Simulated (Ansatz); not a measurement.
1T (CdI2-type) HfS₂ was calculated with PBE-D4 (plane waves, PAW; Ansatz, a program for electronic structure).

Numerical settings: plane-wave cutoff 520 eV, 12×12×6 k mesh (along the axes of the cell as run), perturbation theory, scalar-relativistic PAW data made under PBE.

Computed at the level's own relaxed cell.

```
CELL_PARAMETERS angstrom
      3.61615     0.00000     0.00000
     -1.80808     3.13168     0.00000
      0.00000     0.00000     5.86146
ATOMIC_POSITIONS crystal
  Hf 0.00000 0.00000 0.00000
  S  0.33333 0.66667 0.24802
  S  0.66667 0.33333 0.75198
```

Harmonic phonon frequencies (cm⁻¹; i marks an imaginary mode; at Γ without the LO shift):

```json
[
 {"q point": "Γ", "frequencies": "0 0 0 149 149 256 256 303 327"},
 {"q point": "M", "frequencies": "57 80 149 207 245 259 281 306 327"},
 {"q point": "K", "frequencies": "54 133 133 243 255 255 296 296 319"},
 {"q point": "A", "frequencies": "22 22 44 154 154 254 254 319 325"},
 {"q point": "L", "frequencies": "56 80 147 205 247 255 282 302 330"},
 {"q point": "H", "frequencies": "54 134 134 245 252 252 298 298 318"}
]
```

No imaginary mode appears at these points.

Note: the dispersion coefficients are held fixed in the derivatives.
